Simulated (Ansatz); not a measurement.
# HSO₂ radical: one structure at several levels

One table from this session's results is given with a row withheld; the runs are named, their logs left out.

Method: single points in def2-TZVPP; program: Ansatz 0.2.0, Gaussian basis.

Cores are frozen in the correlated methods. Orbitals are unrestricted.

## Starting geometry

4 atoms, charge 0, spin multiplicity 2.

Atoms are counted from 1 here; the program's logs count them from 0.

Bond lengths: O1–S2 1.392 Å, S2–O3 1.581 Å, O3–H4 1.083 Å. Angles: O1–S2–O3 109.0°, S2–O3–H4 112.1°.

As a file:

```xyz
4
HO2S
O    -1.1356    0.7839   -0.4178
S    -0.6151    0.1863    0.7267
O     0.7082   -0.5895    0.3446
H     1.0479   -0.3468   -0.6551
```

Set-up of the first run:

run/in.yaml reads:

```yaml
crystal:
  periodic: [false, false, false]
  atoms:
    - {symbol: O, position_ang: [-1.135600, 0.783900, -0.417800]}
    - {symbol: S, position_ang: [-0.615100, 0.186300, 0.726700]}
    - {symbol: O, position_ang: [0.708200, -0.589500, 0.344600]}
    - {symbol: H, position_ang: [1.047900, -0.346800, -0.655100]}
basis:
  gaussian: {orbitals: def2-TZVPP}
magnetization: {spin_polarized: true, initial_magnetization: 1}
correlation: {method: ccsd_t}
scf: {omitted_lower_state_checks: [cluster_reference]}
output: {forces: true}
```

The command line of these runs was not kept.

Steps of the session up to this table: CCSD(T)/def2-TZVPP; PBE0-D4/def2-TZVPP; wB97M-V/def2-TZVPP; r2SCAN-D4/def2-TZVPP; PBE-D4/def2-TZVPP; r2SCANh-D4/def2-TZVPP; HSE06-D4/def2-TZVPP.

One of the session's tables, all rows but one given; the rest of the session is left out.

| method | RMS force component (eV/Å) | angle to CCSD(T) forces (°) | dipole (D) |
| --- | --- | --- | --- |
| CCSD(T) | 2.954 | reference | 1.33 |
| PBE0-D4 | 2.783 | 3.3 | 1.41 |
| wB97M-V | 2.813 | 2.5 | 1.37 |
| r2SCAN-D4 | 2.908 | 1.0 | 1.44 |
| PBE-D4 | ? | ? | ? |
| r2SCANh-D4 | 2.805 | 2.3 | 1.43 |
| HSE06-D4 | 2.787 | 3.1 | 1.41 |

Q: Estimate the row for PBE-D4 from the others.

As computed: RMS force component (eV/Å): 3.139; angle to CCSD(T) forces (°): 6.6; dipole (D): 1.40. In the column «RMS force component (eV/Å)» it is the highest.
